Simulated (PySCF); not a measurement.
Molecule: SMILES CC1CSC1, C4H8S.

Cartesian coordinates in Å; atom numbers follow the order of the lines, from 1:
```xyz
13

C     1.1502   -0.7155   -0.5839
C     0.2751    0.1243    0.3305
C    -1.0036   -0.5639    0.8238
S    -2.0300    0.9092    0.4640
C    -0.4357    1.3022   -0.3473
H     0.5761   -1.0759   -1.4352
H     1.9853   -0.1247   -0.9544
H     1.5452   -1.5738   -0.0446
H     0.8654    0.4780    1.1799
H    -1.0237   -0.8481    1.8729
H    -1.3158   -1.4026    0.2035
H    -0.5251    1.1963   -1.4274
H    -0.0677    2.2948   -0.0996
```

Frames of a GFN2-xTB Langevin trajectory at 400 K; GIAO PBE0/pcSseg-1 shieldings in PySCF 2.14.0 with density-fitted response routines, gas phase, non-relativistic; equivalent atoms averaged within each frame.

δ = σ(ref) − σ, references computed at the same level: TMS for ¹³C (σ = 186.93 ppm), ¹H (σ = 31.72 ppm); CS2 for ³³S (σ = 503.73 ppm). The references are static minima.

Task: How do the shifts (ppm) fluctuate along the trajectory?

Result: 
```csv
time (fs),C2,C3/C5,C1,S4,H9,H11/H12,H10/H13,H6/H7/H8
optimised geometry,35.8,37.4,25.3,-60,3.29,3.16,3.08,1.06
250,39.2,34.4,20.7,-62,4.94,3.07,2.87,0.78
425,37.1,41.9,22.2,-13,3.45,2.27,3.59,0.83
625,49.0,42.6,33.5,-15,4.87,3.90,3.31,2.31
800,32.3,32.9,27.9,4,2.71,3.36,3.22,1.29
1000,48.6,36.9,27.8,-78,4.75,2.67,3.36,2.32
mean of frames,41.2,37.7,26.4,-33,4.15,3.05,3.27,1.51
standard deviation,7.3,4.4,5.1,35,1.01,0.63,0.26,0.77
```

5 frames give an uncertainty of the mean of about the standard deviation over 2.2 at best, since frames this close in time may not be independent; classical motion lacks zero-point vibration, and the reference would need the same averaging.
